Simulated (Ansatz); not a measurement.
Body-centred tetragonal In was calculated with PBE-D4 (Ansatz, a quantum-chemistry and plane-wave program, PAW).

Run with plane-wave cutoff 520 eV, 24×24×24 k mesh, Fermi–Dirac smearing 0.05 eV, scalar-relativistic PAW data made under PBE.

Computed at the level's own relaxed cell.

Question: Predict the pressure derivative B′ of the bulk modulus, bulk modulus B0, lattice parameter c and lattice constant a.

Answer: 
pressure derivative B′ of the bulk modulus: 5.2
bulk modulus B0: 41.9 GPa
lattice parameter c: 4.947 Å
lattice constant a: 3.247 Å

The run finds no gap.

Measured, for comparison: bulk modulus 44.7 GPa (copied from a table, unchecked, extrapolated to 0 K and zero-point effects removed; as tabulated in Lejaeghere et al. (2013), arXiv:1204.2733); lattice parameter c 4.947 Å, lattice constant a 3.252 Å (293 K, no zero-point or thermal correction; as tabulated in Wikipedia's data pages). Computed (rounded) less measured: bulk modulus not scored (unchecked), lattice parameter c 0.0 %, lattice constant a -0.2 %.

Note: the bulk modulus comes from volumes at which shape and atoms were relaxed.

Spin–orbit coupling is not included.

It cost roughly 9 core-minutes of CPU time.
